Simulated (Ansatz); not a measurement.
Input file:

```yaml
crystal:
  periodic: [false, false, false]
  atoms:
    - {symbol: P, position_ang: [0.332990, 0.000000, -0.372113]}
    - {symbol: Be, position_ang: [-1.125463, 0.000000, 1.056110]}
    - {symbol: H, position_ang: [-0.169713, 0.000000, 1.992050]}
basis:
  gaussian: {orbitals: 6-31G}
correlation: {method: fci, electrons: outside_noble_gas}
```

```sh
$ ansatz run in.yaml --threads 1 --pin off --events-out ev --progress --plain --max-ram 2393MiB
```

The program prints:

```
506 factors; integrals over basis functions are off by at most 1.3e-7 eV
mean field evaluation 1: about -9679.8154 eV, gradient 1.3e1 eV
mean field evaluation 2: about -9679.8174 eV, gradient 1.3e1 eV
mean field evaluation 4: about -9681.2304 eV, gradient 2.5e0 eV
mean field evaluation 8: about -9681.4253 eV, gradient 2.5e-1 eV
mean field evaluation 16: about -9672.5314 eV, gradient 1.2e1 eV
mean field evaluation 32: about -9674.5520 eV, gradient 1.8e1 eV
mean field evaluation 64: about -9680.1266 eV, gradient 2.6e-5 eV
mean field -9681.42809038 eV, -355.7859200138 hartree, gradient 2.7e-6 eV, S^2 0.000000; 8 other end points of the search recorded, 0 dependent functions left out; unrestricted orbitals would lower it
determinant -9681.42809038 eV, -355.7859200138 hartree, with singles and doubles -9683.91187298 eV, -355.8771973408 hartree
determinant -9680.12663493 eV, -355.7380924083 hartree, with singles and doubles -9682.59226903 eV, -355.8287027901 hartree
6 core orbitals not correlated: weight in the atoms' cores, before any rotation towards them, 1.000 or more for the frozen orbitals, at most 0.000 for the correlated occupied ones
reference -9681.42809038 eV, -355.7859200138 hartree; 4, 4 occupied and 14, 14 virtual orbitals, 506 factors
state -9684.07078351 eV, -355.8830371951 hartree
Total energy: -9684.07078351 eV, -355.8830371951 hartree
```

Natural occupations: 1.9731 1.9379 1.9173 1.9078 0.0912 0.0605 0.0533 0.0196 0.0108 0.0081 0.0068 0.0054 0.0037 0.0017 0.0009 0.0009 0.0007 0.0002.

Ran on 1 thread of AMD EPYC 7B13, shared host: 25 s wall, 0.49 GiB peak host memory.
